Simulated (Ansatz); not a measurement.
# CH5NS: single points off equilibrium

One table from this session's results is given with a row withheld; the runs are named, their logs left out.

Computed with Ansatz 0.2.0, Gaussian basis. Level: single points in def2-TZVPP.

Correlated methods freeze the cores.

### Where the work starts

8 atoms, charge 0, spin multiplicity 1.

Atoms are counted from 1 here; the program's logs count them from 0.

Bond lengths: N1–C2 1.199 Å, N1–H4 0.995 Å, N1–H5 1.172 Å, C2–S3 1.835 Å, C2–H6 1.082 Å, C2–H7 0.986 Å, S3–H8 1.407 Å. Angles: C2–N1–H4 124.7°, C2–N1–H5 112.8°, H4–N1–H5 101.7°, N1–C2–S3 117.0°, N1–C2–H6 114.8°, N1–C2–H7 120.3°, S3–C2–H6 91.4°, S3–C2–H7 102.3°, H6–C2–H7 106.6°, C2–S3–H8 90.8°.

As a file:

```xyz
8

N    -0.6722    0.6445   -0.0789
C     0.4169    0.1439   -0.0633
S     0.7272   -1.1390    1.2110
H    -0.8642    1.5725   -0.3828
H    -1.4489    0.0248   -0.7013
H     1.1998    0.7724    0.3403
H     0.7830   -0.2756   -0.8774
H    -0.2377   -1.9804    0.6267
```

Set-up of the first run:

run/in.yaml reads:

```yaml
crystal:
  periodic: [false, false, false]
  atoms:
    - {symbol: N, position_ang: [-0.672200, 0.644500, -0.078900]}
    - {symbol: C, position_ang: [0.416900, 0.143900, -0.063300]}
    - {symbol: S, position_ang: [0.727200, -1.139000, 1.211000]}
    - {symbol: H, position_ang: [-0.864200, 1.572500, -0.382800]}
    - {symbol: H, position_ang: [-1.448900, 0.024800, -0.701300]}
    - {symbol: H, position_ang: [1.199800, 0.772400, 0.340300]}
    - {symbol: H, position_ang: [0.783000, -0.275600, -0.877400]}
    - {symbol: H, position_ang: [-0.237700, -1.980400, 0.626700]}
basis:
  gaussian: {orbitals: def2-TZVPP}
correlation: {method: ccsd_t}
output: {forces: true}
```

No record of the launch command was kept for these runs.

Steps of the session up to this table: CCSD(T)/def2-TZVPP; PBE0-D4/def2-TZVPP; wB97M-V/def2-TZVPP; r2SCAN-D4/def2-TZVPP; PBE-D4/def2-TZVPP; wB97X-V/def2-TZVPP; r2SCANh-D4/def2-TZVPP.

One table of the session follows, with a row left open; its other results are not shown here.

```
    method  RMS force component (eV/Å)  angle to CCSD(T) forces (°)  dipole (D)
   CCSD(T)                       4.845                    reference        3.22
   PBE0-D4                       4.600                          1.8        3.37
   wB97M-V                       4.734                          0.9        3.30
 r2SCAN-D4                       4.527                          1.9        3.43
    PBE-D4                       4.463                          3.1        3.33
   wB97X-V                       4.838                          1.3        3.35
r2SCANh-D4                           ?                            ?           ?
```

**Question.** Estimate the row for r2SCANh-D4.

As computed: RMS force component (eV/Å): 4.569; angle to CCSD(T) forces (°): 1.7; dipole (D): 3.43. In the column «RMS force component (eV/Å)» it lies between r2SCAN-D4 (4.527) and PBE0-D4 (4.600).
